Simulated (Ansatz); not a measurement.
`COCCC#N` → `COCC#N` + `[CH2]` (triplet) at 298.15 K and 1 bar (formal loss of a carbene).

Calculated with Ansatz (gas phase, PBE0-D4/def2-TZVP geometries, no zero-point term in ΔE). CCSD(T)/CBS is the MP2 limit (def2-TZVPP, def2-QZVPP) plus CCSD(T) − MP2 in def2-TZVPP, frozen cores. This one scheme is used for every species. Triplets are unrestricted, without spin–orbit coupling. One conformer a species, not always the lowest.

| species | CCSD(T)/CBS energy (Eh) | H − E (kJ/mol) | S (J/(mol·K)) |
| --- | --- | --- | --- |
| `COCCC#N` | -286.26223 | 303.7 | 343.9 |
| `COCC#N` | -246.99511 | 225.3 | 311.3 |
| `[CH2]` (triplet) | -39.09499 | 55.4 | 195.3 |

H − E and S are ideal-gas, rigid-rotor, harmonic terms from PBE0-D4/def2-TZVP, for one conformer and one mirror image of each species, with the whole ground term of open shells counted as degenerate. 1 Eh = 2625.50 kJ/mol, R = 8.31446 J/(mol·K).

Task: By hand: ΔE, ΔH, ΔS and ΔG.

Result: ΔE = (-246.99511) + (-39.09499) − (-286.26223) = 0.17213 Eh = 451.9 kJ/mol. Δ(H − E) = 225.3 + 55.4 − 303.7 = -23.0, so ΔH = 428.9 kJ/mol. ΔS = 311.3 + 195.3 − 343.9 = 162.7 J/(mol·K). ΔG = 428.9 − 298.15 × (162.7)/1000 = 380.4 kJ/mol.

Task: By hand: the equilibrium constant, and the temperature at which ΔG would vanish if ΔH and ΔS stayed fixed.

Result: log₁₀ K = −ΔG/(RT ln 10) = -66.6. ΔG = 0 at ΔH/ΔS = 2636 K, far beyond where these terms or the molecules hold.

The number of gas molecules changes by +1, which sets the sign of ΔS. A doubt of 5 kJ/mol in ΔE shifts log₁₀ K by 0.9 here. Other conformers and mirror images would add mixing entropy, several J/(mol·K) or more a flexible species. A triplet takes part, so the spin changes. These are equilibria of isolated gas molecules and say nothing of rates. Largest T1 diagnostic: 0.012 (customary marks: 0.02 for closed shells, 0.045 for open ones).
